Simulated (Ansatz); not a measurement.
C6H10 can be A, `CCC#CCC`, or B, `CC1C=CCC1`.

Computed with Ansatz on PBE0-D4/def2-TZVP structures; ΔE is electronic, products minus reactants. CCSD(T)/CBS adds triple-zeta CCSD(T) − MP2 to the extrapolated MP2 energy (def2 sets, frozen cores). Functionals use def2-TZVPP. B3LYP here is the variant with VWN-RPA as its local correlation; programs differ in this.

(1) Which is lower in electronic energy at CCSD(T)/CBS, and by how much? (An estimate is asked.)

(2) Give E(B) − E(A) in kcal/mol with B2PLYP, LDA (SPW92), CCSD(T)/def2-TZVPP, B3LYP-D4, CCSD(T)/def2-SVP, ωB97M-V, HF/def2-TZVPP. (An estimate is asked.)

Largest T1 diagnostic: 0.010.

## Answers

(1) Ansatz gave: B, by 25.1 kcal/mol.

(2) Ansatz gave: B2PLYP -21.2, LDA (SPW92) -31.7, CCSD(T)/def2-TZVPP -25.4, B3LYP-D4 -22.6, CCSD(T)/def2-SVP -26.1, ωB97M-V -25.7, HF/def2-TZVPP -19.4. None reverses the order clearly.

From r2SCAN to r2SCAN0 (25 % exact exchange), in def2-TZVPP and without D4, E(B) − E(A) moves by −1.7 kcal/mol. The D4 term adds −3.0 kcal/mol with B3LYP and −1.6 kcal/mol with PBE0; it sums over pairs of atoms, weighted by their polarisabilities, and B3LYP, whose exchange is more repulsive, gets the larger term.
